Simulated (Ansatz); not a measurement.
Process, species as SMILES: C=O (CH2-O) → [CH-]=O + H+
B3LYP-D3(BJ)/def2-TZVP geometries, fixed; electronic energies without zero-point terms.
Largest species:
```
C
O 1 1.1989
H 1 1.1075 2 122.05
H 1 1.1075 3 115.91 2 180.00
```

Basis-set convergence of the deprotonation energy at PBE with Ansatz (an electronic-structure program). Cartesian d functions, on some or all atoms, in 6-31G*, 6-31G**; all else is spherical. The program fits the integrals of some runs and decomposes those of others, by size. No added dispersion term, no relativity. Functions are those of the species that has most. Reference: the value in aug-pcseg-3, 396.37 kcal/mol, itself unsure by roughly 2.50 kcal/mol (its mean distance from aug-cc-pVQZ, def2-QZVPPD). Deviations are taken from unrounded values.

```tsv
basis	functions	deprotonation energy (kcal/mol)	minus reference (kcal/mol)
3-21G	22	429.52	33.15
6-31G	22	421.94	25.57
6-31G*	34	422.36	25.98
def2-SVP	38	415.01	18.63
6-31G**	40	423.14	26.77
6-311++G(2d,2p)	74	398.10	1.73
def2-TZVPP	90	405.08	8.71
jun-cc-pV(T+d)Z	106	398.19	1.82
6-311++G(3df,3pd)	114	398.31	1.93
aug-cc-pVTZ	138	397.58	1.21
def2-QZVPP	174	402.84	6.47
pcseg-3	186	400.23	3.85
aug-pcseg-3	268	396.37	0.00
```
